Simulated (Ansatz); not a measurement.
## K₂ZnTe₂ (Ibam, No. 72; cell taken from a computed entry)

These are HSE06+SOC (Ansatz, an electronic-structure program, PAW) values and carry that method's errors.

Run with plane-wave cutoff 460 eV, 4×4×4 k mesh, Fermi–Dirac smearing 0.01 eV, PAW data made under PBE.

Cell (relaxed with PBEsol):

```
K2ZnTe2
1.0
   -3.60757     6.96333     3.44406
    3.60757    -6.96333     3.44406
    3.60757     6.96333    -3.44406
K Zn Te
4 2 4
Cartesian
  1.32500   5.01061   3.44406
  2.28257   1.95272   0.00000
  1.32500   8.91605   0.00000
  2.28257  -1.95272   3.44406
  0.00000   0.00000   5.16610
  0.00000   0.00000   1.72203
  1.39976   1.49596   3.44406
  2.20782   5.46737   0.00000
 -2.20782   5.46737   3.44406
  5.81539   1.49596   0.00000
```

| Quantity | Result |
|---|---|
| band gap | 2.65 eV (indirect) |
| smallest direct gap on the k points sampled | 2.85 eV |

Note: cell and atoms aren't relaxed at this level (pressure 1.1 GPa).
